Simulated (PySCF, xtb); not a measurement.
H6Si2, SMILES [SiH3][SiH3] (connectivity only; charge and spin as stated), charge +1, multiplicity 2.

The structure is a stationary point at B3LYP-D3(BJ)/def2-TZVP. The multiplicity is an assumed one; other spin states were not compared.

Calculation: C-PCM-ωB97X/def2-SVP in PySCF.

The values are the electrostatic part of the solvation free energy, E(continuum) − E(gas) at the gas-phase geometry, in a cavity of scaled van der Waals radii (PySCF's table); cavitation and dispersion terms are not included.

```csv
solvent,ε,ΔG(elec) (kcal/mol)
water,78.36,[?]
chloroform,4.71,-43.7
1-octanol,9.86,-49.8
```

Problem. Complete the blanks. (The exact figures need the calculation; the answer reports its results.)

Solution. 
- water, ΔG(elec) (kcal/mol): -54.7

For comparison, GFN2-xTB/ALPB(water) (xtb, at the GFN2-xTB geometry, all terms of that model) gives -45.9 kcal/mol.
